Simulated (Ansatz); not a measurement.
Born–Oppenheimer molecular dynamics of BH3O2 (6 atoms, charge 0, multiplicity 1). It starts from a relaxed structure.

Level of theory: RKS PBE/def2-mTZVP (Ansatz 0.2.0).

```yaml
ensemble: NVT, Langevin thermostat
time_step: 0.5 fs
steps_asked: 150
set_temperature: 400 K
friction: 0.05 /fs
seed: 302213
```

Frames 1 fs apart, positions in Å, forces in eV/Å.

Velocities at 20 fs (Å/ps):

```
B -3.10 -0.12 -10.16
O 9.62 2.71 -1.13
H -10.26 -17.33 -10.25
H -3.65 4.53 5.09
O -2.12 -6.99 -1.97
H 2.83 -9.31 4.65
```

```xyz
6
Properties=species:S:1:pos:R:3:forces:R:3 time_fs=20 energy_less_start_eV=0.143 T=297
B 0.008 -0.091 -0.093 -1.10 -0.39 -0.20
O 0.080 -0.014 1.254 -0.76 -0.22 1.74
H -0.741 -0.247 1.778 0.85 0.30 -0.62
H 0.997 0.136 -0.623 1.06 0.36 -0.98
O -1.130 -0.450 -0.793 -0.26 -0.28 1.01
H -1.793 -0.730 -0.101 0.19 0.23 -0.96
6
Properties=species:S:1:pos:R:3:forces:R:3 time_fs=21 energy_less_start_eV=0.150 T=414
B 0.004 -0.090 -0.104 -0.87 -0.32 0.32
O 0.089 -0.010 1.254 -1.10 -0.37 1.30
H -0.745 -0.265 1.757 1.05 0.39 -0.59
H 0.997 0.141 -0.623 1.06 0.38 -1.05
O -1.131 -0.457 -0.795 -0.39 -0.33 1.05
H -1.792 -0.740 -0.098 0.25 0.26 -1.03
6
Properties=species:S:1:pos:R:3:forces:R:3 time_fs=22 energy_less_start_eV=0.141 T=491
B 0.001 -0.087 -0.117 -0.48 -0.24 0.78
O 0.099 -0.005 1.255 -1.02 -0.38 0.51
H -0.738 -0.275 1.728 0.78 0.33 -0.25
H 1.004 0.149 -0.624 0.88 0.35 -1.04
O -1.134 -0.465 -0.798 -0.38 -0.32 1.03
H -1.788 -0.753 -0.097 0.22 0.26 -1.02
6
Properties=species:S:1:pos:R:3:forces:R:3 time_fs=23 energy_less_start_eV=0.128 T=434
B -0.002 -0.083 -0.128 0.05 -0.13 0.96
O 0.108 -0.001 1.256 -0.48 -0.21 -0.42
H -0.722 -0.276 1.696 0.05 0.10 0.31
H 1.020 0.162 -0.630 0.46 0.27 -0.91
O -1.138 -0.473 -0.800 0.02 -0.15 0.77
H -1.778 -0.769 -0.106 -0.10 0.12 -0.70
6
Properties=species:S:1:pos:R:3:forces:R:3 time_fs=24 energy_less_start_eV=0.147 T=483
B -0.003 -0.077 -0.137 0.34 -0.09 0.96
O 0.113 0.004 1.255 0.23 0.03 -1.21
H -0.709 -0.271 1.660 -0.81 -0.18 0.89
H 1.032 0.179 -0.639 0.10 0.18 -0.80
O -1.144 -0.483 -0.802 0.73 0.17 0.30
H -1.771 -0.785 -0.123 -0.59 -0.11 -0.14
6
Properties=species:S:1:pos:R:3:forces:R:3 time_fs=25 energy_less_start_eV=0.180 T=530
B -0.003 -0.069 -0.146 0.43 -0.14 0.87
O 0.118 0.007 1.250 0.38 0.10 -1.54
H -0.710 -0.271 1.630 -1.04 -0.27 1.08
H 1.039 0.195 -0.658 -0.18 0.13 -0.67
O -1.152 -0.491 -0.804 1.61 0.61 -0.31
H -1.764 -0.805 -0.144 -1.20 -0.44 0.57
6
Properties=species:S:1:pos:R:3:forces:R:3 time_fs=26 energy_less_start_eV=0.206 T=558
B -0.003 -0.061 -0.157 0.36 -0.26 0.87
O 0.123 0.010 1.244 0.06 0.02 -1.58
H -0.716 -0.282 1.604 -0.74 -0.17 0.99
H 1.041 0.205 -0.681 -0.35 0.11 -0.58
O -1.160 -0.500 -0.805 2.25 0.97 -0.75
H -1.763 -0.832 -0.164 -1.57 -0.67 1.06
6
Properties=species:S:1:pos:R:3:forces:R:3 time_fs=27 energy_less_start_eV=0.192 T=667
B -0.002 -0.052 -0.167 0.05 -0.44 0.87
O 0.128 0.012 1.234 -0.48 -0.16 -1.36
H -0.722 -0.301 1.587 -0.16 0.03 0.74
H 1.034 0.217 -0.706 -0.37 0.14 -0.55
O -1.168 -0.507 -0.805 2.15 0.95 -0.52
H -1.774 -0.869 -0.172 -1.19 -0.52 0.81
6
Properties=species:S:1:pos:R:3:forces:R:3 time_fs=28 energy_less_start_eV=0.179 T=580
B -0.001 -0.042 -0.178 -0.33 -0.65 0.92
O 0.132 0.015 1.224 -0.98 -0.36 -1.16
H -0.727 -0.321 1.576 0.45 0.27 0.46
H 1.022 0.226 -0.738 -0.35 0.17 -0.49
O -1.175 -0.514 -0.805 1.55 0.59 0.18
H -1.791 -0.907 -0.168 -0.34 -0.03 0.09
6
Properties=species:S:1:pos:R:3:forces:R:3 time_fs=29 energy_less_start_eV=0.195 T=483
B 0.001 -0.036 -0.188 -0.44 -0.75 0.88
O 0.134 0.019 1.214 -1.11 -0.43 -1.14
H -0.729 -0.334 1.559 0.67 0.38 0.37
H 1.015 0.232 -0.777 -0.45 0.17 -0.34
O -1.177 -0.519 -0.807 0.87 0.13 0.82
H -1.805 -0.947 -0.164 0.46 0.50 -0.60
6
Properties=species:S:1:pos:R:3:forces:R:3 time_fs=30 energy_less_start_eV=0.213 T=490
B 0.002 -0.032 -0.195 -0.49 -0.81 0.57
O 0.136 0.023 1.202 -1.21 -0.50 -0.94
H -0.728 -0.340 1.552 0.89 0.48 0.24
H 1.004 0.234 -0.824 -0.59 0.15 -0.09
O -1.180 -0.522 -0.810 0.52 -0.15 1.18
H -1.811 -0.980 -0.165 0.88 0.82 -0.95
6
Properties=species:S:1:pos:R:3:forces:R:3 time_fs=31 energy_less_start_eV=0.191 T=519
B 0.004 -0.029 -0.200 -0.77 -0.92 0.26
O 0.138 0.027 1.190 -0.87 -0.37 -0.85
H -0.715 -0.336 1.549 0.68 0.40 0.26
H 0.981 0.233 -0.869 -0.52 0.18 0.05
O -1.183 -0.527 -0.812 0.71 -0.07 1.06
H -1.808 -1.001 -0.182 0.77 0.78 -0.78
```

Of the whole run (75 fs, mean temperature of the second half 427 K): A run of 0.075 ps of so small a system gives no equilibrium averages.

The run took 3.2 min on 1 thread of AMD EPYC 7R43 64-Core Processor (Zen 3), on a shared host, peak memory 0.13 GiB.
